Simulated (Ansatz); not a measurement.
Energy needed to pull apart AlSiH₃O (SMILES O=[SiH][AlH2]), closed shell, into free ground-state atoms, from the structure below (displaced at random from its PBE0-D4/def2-TZVP minimum); no zero-point or spin–orbit terms; open-shell atoms are treated unrestricted, in their ground-state multiplicity.

```
6
angstrom
O 0.4996 -2.0485 0.9606
Si -0.4021 -1.1738 -0.0669
Al 0.3064 1.2092 -0.0868
H -1.4125 -1.7830 -0.9007
H 1.4513 1.7012 -0.9556
H -0.4637 2.1511 0.9557
```

Computed with Ansatz 0.2.0 (basis: def2-TZVPP); correlated methods freeze the cores.

| method | atomization energy (kcal/mol) |
| --- | --- |
| PBE-D4 | ? |
| r2SCAN-D4 | 402.0 |
| PBE0-D4 | 390.5 |
| wB97M-V | 399.6 |
| HF | 267.8 |
| MP2 | ? |
| CCSD | 380.4 |
| CCSD(T) | 389.7 |

(1) What does MP2 give? (An estimate is asked for; the value comes from the calculation.)

(2) What does PBE-D4 give? (To be estimated.)

The T1 diagnostic stays at or below 0.026. The T1 diagnostic is large here, which may signal multireference character or strong orbital relaxation, so CCSD(T) is less sure.

## Answers

(1) By the calculation: 398.0 kcal/mol, which is about 8.3 kcal/mol more than CCSD(T)/def2-TZVPP.

(2) Computed: 404.0 kcal/mol, which is about 14.3 kcal/mol more than CCSD(T)/def2-TZVPP.

In triple zeta the MP2 and coupled-cluster atomization energies are still short of their basis limit by a few kcal/mol a bond, whereas those of the functionals are nearly converged, so these differences are not deviations from converged CCSD(T).

For scale, one of the runs: CCSD(T)/def2-TZVPP forces, 157 basis functions (an equivalent command: `ansatz run in.yaml --threads 2`). Time: 66 s of wall clock on 2 CPU threads; the host was shared. Peak host memory: 1.8 GiB.
